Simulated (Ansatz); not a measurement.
# S2F2 (Difluorodisulfane): levels of theory compared

We compute a comparison of 6 runs (HF/STO-3G, HSE06/STO-3G, r2SCAN0/STO-3G, revPBE/STO-3G, MP2/STO-3G, CCSDT/STO-3G) of S2F2 (Difluorodisulfane). 

The calculation is run with Ansatz 0.2.0.

40 further runs of the same task are left out: 7 that didn't finish, 33 set aside as unsound or not needed.

**1. The molecule**

The species is S2F2 (4 atoms), meant as a singlet with charge 0. SMILES: `FSSF`. The S3–S2 distance was set to 3.780 Å, away from the relaxed value. At this shape a bond of the SMILES string is far longer than usual.

Bond lengths: F1–S2 1.631 Å, S3–F4 1.631 Å.

**2. A single-point energy at HF/STO-3G (run 1)**

job.yaml reads:

```yaml
crystal:
  periodic: [false, false, false]
  atoms:
    - symbol: F
      position_ang: [-3.296448, 0.840636, -1.069251]
    - symbol: S
      position_ang: [-1.980368, 1.804716, -1.080031]
    - symbol: S
      position_ang: [1.044990, -0.276390, -0.184720]
    - symbol: F
      position_ang: [1.206410, -0.287820, 1.438680]
basis:
  gaussian:
    orbitals: STO-3G
hamiltonian:
  xc: hf
accuracy: high
```

Started as:

```bash
$ ansatz run job.yaml --threads 1 --pin off --max-ram 3480MiB --events-out events.jsonl --progress --plain --runs-dir runs
```

The log of the run:

```text
Warning: RAYON_NUM_THREADS=1 ignored (pool sized by the plan → 1); use --threads N
Functional definition: HF
  name "HF"
  exchange = exact_x
  correlation = 0
465 factors; integrals over basis functions are off by at most 2.6e-8 eV
mean field evaluation 1: about -26723.8216 eV, gradient 1.3e1 eV
mean field evaluation 2: about -26723.9396 eV, gradient 1.3e1 eV
mean field evaluation 4: about -26724.8013 eV, gradient 1.6e0 eV
mean field evaluation 8: about -26724.8278 eV, gradient 1.2e-2 eV
mean field evaluation 16: about -26724.5939 eV, gradient 8.4e-1 eV
mean field evaluation 32: about -26724.5386 eV, gradient 4.8e0 eV
mean field evaluation 64: about -26724.2108 eV, gradient 1.4e-6 eV
mean field -26724.82778147 eV, -982.1193062301 hartree, gradient 2.9e-8 eV, S^2 0.000000; 3 other end points of the search recorded, 0 dependent functions left out
reference -26724.82778147 eV, -982.1193062301 hartree; 25, 25 occupied and 3, 3 virtual orbitals, 465 factors
Total energy: -26724.82778147 eV, -982.1193062301 hartree
```

It took 0.28 s on 1 thread of Arm Neoverse V2, shared host.

**3. The energy at HSE06/STO-3G (run 2)**

job.yaml reads:

```yaml
crystal:
  periodic: [false, false, false]
  atoms:
    - {symbol: F, position_ang: [-3.296448, 0.840636, -1.069251]}
    - {symbol: S, position_ang: [-1.980368, 1.804716, -1.080031]}
    - {symbol: S, position_ang: [1.044990, -0.276390, -0.184720]}
    - {symbol: F, position_ang: [1.206410, -0.287820, 1.438680]}
basis:
  gaussian: {orbitals: STO-3G}
hamiltonian: {xc: {name: HSE06}}
accuracy: high
```

Started as:

```bash
$ ansatz run job.yaml --threads 1 --pin off --max-ram 3480MiB --events-out events.jsonl --progress --plain --runs-dir runs
```

The log of the run:

```text
Warning: RAYON_NUM_THREADS=1 ignored (pool sized by the plan → 1); use --threads N
Functional definition: HSE06
  name "HSE06"
  parameter a = 0.25
  parameter omega = 0.11/bohr
  exchange = pbe_x - a*pbe_x_sr(omega) + a*exact_x_sr(omega)
  correlation = pbe_c
465 factors; integrals over basis functions are off by at most 2.6e-8 eV
63 factors; integrals over basis functions are off by at most 1.6e-9 eV
mean field evaluation 1: about -26767.3620 eV, gradient 7.0e0 eV
mean field evaluation 2: about -26767.3161 eV, gradient 8.4e0 eV
mean field evaluation 4: about -26767.5818 eV, gradient 5.7e-1 eV
mean field evaluation 8: about -26767.5980 eV, gradient 2.4e-2 eV
mean field evaluation 16: about -26767.5980 eV, gradient 2.6e-6 eV
mean field evaluation 32: about -26767.1855 eV, gradient 2.6e-2 eV
mean field -26767.59799797 eV, -983.6910826956 hartree, gradient 8.1e-9 eV, S^2 0.000000; 8 other end points of the search recorded, 0 dependent functions left out
reference -26767.59799937 eV, -983.6910827471 hartree; 25, 25 occupied and 3, 3 virtual orbitals, 465 factors
Total energy: -26767.59799937 eV, -983.6910827471 hartree
```

It took 3.3 s on 1 thread of Arm Neoverse V2, shared host; peak memory 0.11 GiB.

Run 3 isn't shown in full; the table further down has it.

**4. The energy at revPBE/STO-3G (run 4)**

molecule.yaml reads:

```yaml
basis:
  gaussian:
    orbitals: STO-3G
crystal:
  periodic: [false, false, false]
  atoms:
    - {symbol: F, position_ang: [-3.296448, 0.840636, -1.069251]}
    - {symbol: S, position_ang: [-1.980368, 1.804716, -1.080031]}
    - {symbol: S, position_ang: [1.044990, -0.276390, -0.184720]}
    - {symbol: F, position_ang: [1.206410, -0.287820, 1.438680]}
hamiltonian:
  xc: {name: revPBE}
accuracy: high
```

Started as:

```bash
$ ansatz run molecule.yaml --threads 1 --pin off --max-ram 3480MiB --events-out events.jsonl --progress --plain --runs-dir runs
```

The log of the run:

```text
Warning: RAYON_NUM_THREADS=1 ignored (pool sized by the plan → 1); use --threads N
Functional definition: revPBE
  name "revPBE"
  parameter kappa = 1.245
  parameter beta = 0.06672455060314922
  exchange = pbe_x(kappa = kappa, mu = beta*pi^2/3)
  correlation = pbe_c(beta = beta)
465 factors; integrals over basis functions are off by at most 2.6e-8 eV
mean field evaluation 1: about -26774.6920 eV, gradient 8.8e0 eV
mean field evaluation 2: about -26773.7675 eV, gradient 1.4e1 eV
mean field evaluation 4: about -26761.3987 eV, gradient 3.1e1 eV
mean field evaluation 8: about -26774.9606 eV, gradient 3.9e-4 eV
mean field evaluation 16: about -26774.5972 eV, gradient 9.2e-1 eV
mean field evaluation 32: about -26774.6042 eV, gradient 1.2e-1 eV
mean field -26774.96062011 eV, -983.9616540689 hartree, gradient 1.8e-8 eV, S^2 0.000000; 7 other end points of the search recorded, 0 dependent functions left out
reference -26774.96062186 eV, -983.9616541331 hartree; 25, 25 occupied and 3, 3 virtual orbitals, 465 factors
Total energy: -26774.96062186 eV, -983.9616541331 hartree
```

Run time: 2.7 s. Hardware: 1 thread of Arm Neoverse V2, shared host; peak memory 0.1 GiB.

Run 5 isn't shown in full; the table further down has it.

**5. A single-point energy at CCSDT/STO-3G (run 6)**

Changes to molecule.yaml since step 4:

```diff
@@ -1,4 +1 @@
-basis:
-  gaussian:
-    orbitals: STO-3G
 crystal:
@@ -10,4 +7,10 @@
     - {symbol: F, position_ang: [1.206410, -0.287820, 1.438680]}
-hamiltonian:
-  xc: {name: revPBE}
+basis:
+  gaussian:
+    orbitals: STO-3G
+correlation:
+  method: ccsdt
+  frozen_orbitals: {F: 1, S: 5}
 accuracy: high
+scf:
+  omitted_lower_state_checks: [cluster_reference, increment]
```

Started as:

```bash
$ ansatz run molecule.yaml --threads 1 --pin off --max-ram 3480MiB --events-out events.jsonl --progress --plain --runs-dir runs
```

The log of the run:

```text
Warning: RAYON_NUM_THREADS=1 ignored (pool sized by the plan → 1); use --threads N
[... 15 lines left out ...]
12 core orbitals not correlated: weight in the atoms' cores, before any rotation towards them, 1.000 or more for the frozen orbitals, at most 0.000 for the correlated occupied ones
[... 97 lines left out ...]
WARN: these amplitudes may be one of several solutions (largest doubles amplitude 0.91, level shift 11.11 eV)
Total energy: -26732.30820913 eV, -982.3942068761 hartree
Checks for a lower state left out: cluster_reference, increment
```

Wall time 1.6 s (1 thread of Arm Neoverse V2, shared host).

**6. Overview of the runs**

| run | level | frozen core orbitals | energy (Eh) | wall time |
| --- | --- | --- | --- | --- |
| 1 | HF/STO-3G | – | -982.119306 | 0.28 s |
| 2 | HSE06/STO-3G | – | -983.691083 | 3.3 s |
| 3 | r2SCAN0/STO-3G | – | -984.041968 | 4.2 s |
| 4 | revPBE/STO-3G | – | -983.961654 | 2.7 s |
| 5 | MP2/STO-3G | 12 | -982.320260 | 0.91 s |
| 6 | CCSDT/STO-3G | 12 | -982.394207 | 1.6 s |

**7. What came out**

| quantity | value |
| --- | --- |
| run 6: total energy | -982.39421 Eh |
| run 6: correlation energy (12 core orbitals frozen) | -274.9 mEh |
| run 6: T1 diagnostic | 0.039 |

What this shows: Below the HF energy at the same shape and in the same basis (STO-3G): MP2 -201.0 mEh; CCSDT -274.9 mEh. Totals of different functionals can't be ranked against each other. In runs 5, 6 the log says that unrestricted orbitals would lower the reference, so the values rest on an unstable closed-shell determinant (other closed-shell runs at this shape may share the fault). In runs 1, 2, 3, 4, 5, 6 the basis is minimal, so the values are rough. In runs 1, 2, 3, 4, 5 a closed-shell determinant meets a far-stretched bond, which it describes badly. All runs together took 13 s, the longest 4.2 s.
